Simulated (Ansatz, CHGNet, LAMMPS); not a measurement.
How well does each level of theory give the lattice parameter c of hcp Sc?

Reference value: 5.268 Å (measured, 293 K, no zero-point or thermal correction; as tabulated in Wikipedia's data pages).

| level (code) | value (Å) | difference (%) |
|---|---|---|
| Lennard-Jones uff-vdw (LAMMPS) | 5.229 | -0.74 |
| CHGNet-r²SCAN | 5.306 | +0.72 |
| LDA (Ansatz) | 4.988 | -5.32 |
| PBE (Ansatz) | 5.165 | -1.96 |
| PBE-D3(BJ) (Ansatz) | 5.074 | -3.68 |
| PBE-D4 (Ansatz) | 5.107 | -3.06 |
| rVV10 (Ansatz) | 5.160 | -2.05 |
| r²SCAN (Ansatz) | 5.192 | -1.44 |
| B3LYP (VWN-RPA form) (Ansatz) | 5.158 | -2.09 |
| HSE06 (Ansatz) | 5.222 | -0.87 |
| PBE0 (Ansatz) | 5.195 | -1.39 |
| Hartree–Fock (Ansatz) | 5.534 | +5.05 |

Leaving aside Lennard-Jones uff-vdw (doubt noted below): The reference is not for a static lattice or low temperature, so close values are not ranked against it. Off by more than 1.75 %, or 2.45 % on the side where a correction would as a rule narrow the miss (bounds picked here): LDA (-5.32 %), Hartree–Fock (+5.05 %), PBE-D3(BJ) (-3.68 %), PBE-D4 (-3.06 %).

The measured value isn't corrected to a static lattice, so vibrations enter the comparison. The crystal itself was run without spin with LDA, PBE, PBE-D3(BJ), PBE-D4, rVV10, r²SCAN, B3LYP (VWN-RPA form), HSE06, PBE0, Hartree–Fock; a magnetic state was not tried in these runs. Lennard-Jones uff-vdw: this is a force field's van der Waals term alone, without bonds or charges. Cutoffs and k meshes differ between the levels. Ansatz's density-functional and Hartree–Fock values are scalar-relativistic unless marked +SOC, with PAW data made under PBE.

Machine-learned potentials (CHGNet-r²SCAN) are trained on DFT data: a solid inside that data is no test of them.

Differences are worked out from the printed values.

Ansatz is a quantum-chemistry and plane-wave program.
